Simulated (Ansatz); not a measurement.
`FBS` + PH₃ → `PBS` + H–F at 400 K and 1 bar (ligand exchange at a B–F bond).

Computed with Ansatz on PBE0-D4/def2-TZVP structures; ΔE is electronic, products minus reactants. CCSD(T)/CBS is the MP2 limit (def2-TZVPP, def2-QZVPP) plus CCSD(T) − MP2 in def2-TZVPP, frozen cores. This one scheme is used for every species. Each species was taken in one conformer, which may not be the lowest.

```
species  CCSD(T)/CBS energy (Eh)  H − E (kJ/mol)  S (J/(mol·K))
  `FBS`               -523.64132            84.4          285.7
    PH₃               -342.72256            77.1          221.7
  `PBS`               -765.92930           129.8          319.2
    H–F               -100.39570            36.5          182.2
```

H − E and S are ideal-gas, rigid-rotor, harmonic terms from PBE0-D4/def2-TZVP, for one conformer and one mirror image of each species. 1 Eh = 2625.50 kJ/mol, R = 8.31446 J/(mol·K).

Q: By hand: ΔE, ΔH, ΔS and ΔG.

A: ΔE = (-765.92930) + (-100.39570) − (-523.64132) − (-342.72256) = 0.03888 Eh = 102.1 kJ/mol. Δ(H − E) = 129.8 + 36.5 − 84.4 − 77.1 = 4.8, so ΔH = 106.9 kJ/mol. ΔS = 319.2 + 182.2 − 285.7 − 221.7 = -6.0 J/(mol·K). ΔG = 106.9 − 400 × (-6.0)/1000 = 109.3 kJ/mol.

Q: By hand: the equilibrium constant, and the temperature at which ΔG would vanish if ΔH and ΔS stayed fixed.

A: log₁₀ K = −ΔG/(RT ln 10) = -14.3. ΔH and −TΔS have one sign here, so there is no such temperature.

The number of gas molecules stays the same, so ΔS is small and ΔH decides. A doubt of 5 kJ/mol in ΔE shifts log₁₀ K by 0.7 here. Other conformers and mirror images would add mixing entropy, several J/(mol·K) or more a flexible species. These are equilibria of isolated gas molecules and say nothing of rates. Largest T1 diagnostic: 0.016 (customary marks: 0.02 for closed shells, 0.045 for open ones).

ΔS is within the doubt of such terms, so its sign, and with it that verdict, could turn.
